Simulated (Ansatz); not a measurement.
H$_{2}$Se, singlet: reading a ladder of total energies

Geometry: a PBE0/def2-TZVP stationary point for this spin, not checked as a minimum.

```
atom   x (Å)    y (Å)    z (Å)
  Se  0.0000  -0.0256   0.0000
   H  0.0000   1.0009  -1.0478
   H  0.0000   1.0009   1.0478
```

Basis cc-pVTZ; Ansatz 0.2.0. Only valence electrons are correlated (noble-gas cores and the filled d shells of p-block atoms frozen), which leaves 8 electrons in 57 orbitals. R marks a restricted (for open shells ROHF) determinant. No spin–orbit coupling is included, and no scalar relativity.

Full CI isn't at hand for all of this; RCCSDTQ serves as the reference, and is uncertain by about the last step of the cluster series.

Runs differ by some tens of microhartree through their thresholds, so steps under 0.03 kcal/mol mean nothing.

```csv
level,total energy (hartree)
RHF,-2401.048508
RMP2,-2401.216856
RCCSD,-2401.239831
RCCSD(T),-2401.246417
RCCSDT,-2401.247050
RCCSDT(Q),-2401.247316
RCCSDTQ,-2401.247336
```

Task: What is the correlation energy at RCCSDTQ, and what share of it do RMP2 and RCCSD recover?

Result: E(corr) = -2401.247336 − (-2401.048508) = -0.198828 hartree = -5.410 eV. RMP2: -0.168348 / -0.198828 = 84.67 %. RCCSD: -0.191323 / -0.198828 = 96.23 %.

Task: By how many kcal/mol does RCCSD(T) miss RCCSDTQ (1 hartree = 627.509 kcal/mol), and which steps make up the rest?

Result: -2401.246417 − (-2401.247336) = 0.000919 hartree = 0.58 kcal/mol. Steps: RCCSDT − RCCSD(T) = -0.40, RCCSDT(Q) − RCCSDT = -0.17, RCCSDTQ − RCCSDT(Q) = -0.01 kcal/mol. That is within 1 kcal/mol of the reference in this basis, which itself misses far more of the correlation at the basis-set limit.
